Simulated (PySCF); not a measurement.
# How the method moves the gas-phase deprotonation enthalpies of aminomethylium

Structure: `C=[NH2+]` ([CH4N]+). Coordinates in Å; atoms count from 1 in this order:
```
C    -0.6335    0.0337   -0.0168
N     0.6380   -0.0326    0.0026
H    -1.2287   -0.8766    0.1238
H    -1.1263    1.0008   -0.1742
H     1.2259    0.7970   -0.1252
H     1.1322   -0.9187    0.1468
```

All levels share the PBE0-D3(BJ)/ma-def2-SVP structures and the PBE0-D3(BJ)/ma-def2-SVP thermal terms; only the single-point energies (PySCF) change. Values are gas-phase deprotonation enthalpies (298 K, kJ/mol).

```tsv
level	N2	C1	abs. error	time
MP2/ma-def2-TZVP	859	1019	7.3	4.1 s
CCSD(T)/ma-def2-TZVP	866	1018	0.3	46 s
ωB97X-D3(BJ)/ma-def2-TZVP	878	1022	11.7	–
HF/ma-def2-TZVP	897	1028	30.8	1.2 s
ATcT 1.112	867	n/a
```

Times are wall times for all single points of a level on 1 thread of Arm Neoverse N1, a shared host; the dash marks the run that also made the structures.

Hartree-Fock leaves out electron correlation, so its deprotonation energies can be off by tens of kJ/mol.

The widest spread is that of N2: 38 kJ/mol, from 859 to 897.
